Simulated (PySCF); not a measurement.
Level of theory: PBE-D3(BJ)/def2-TZVP // PBE0-D3(BJ)/def2-TZVP (PySCF). All species are isolated molecules in the gas phase. 

Reference species (SMILES): `ClC(Cl)Cl` (neutral, multiplicity 1).

The dipole moment is 1.02 D.

Changed species: `ClC(Cl)(Cl)Cl` (whole molecule; the reference has whole molecule).

**Question.** Predict the effect on the dipole moment.

**Answer.** the dipole moment drops by 1.02 D, to 0.00 D.
